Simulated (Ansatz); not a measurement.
Basis-set extrapolation for C2H3ClFN, SMILES `C/N=C(\F)Cl` (PBE0-D4/def2-TZVP geometry, frozen core, the Gaussian-basis code of Ansatz). Multiplicity 1, RHF reference.

```tsv
	def2-TZVPP	def2-QZVPP
HF	-690.950076	-690.973027
MP2 correlation	-0.963973	-1.042541
CCSD(T) correlation	-1.035325	not run
```

Energies in hartree. Use E(X) = E(∞) + A·exp(−7.88·√X) for Hartree–Fock and E(X) = E(∞) + B·X^(−2.97) for correlation, with X = 3 and 4, and add CCSD(T) minus MP2 of the smaller set to the MP2 limit.

Task: What is the CCSD(T) energy at the basis-set limit?

Result: HF limit: -690.973027 + (-0.022951) × 0.13774 = -690.97619. MP2 limit: -1.042541 + (-0.078568) × 0.74074 = -1.10074. Higher-order term: -1.035325 − (-0.963973) = -0.07135. Total: -692.14828 hartree, 4.43 eV below CCSD(T)/def2-TZVPP.
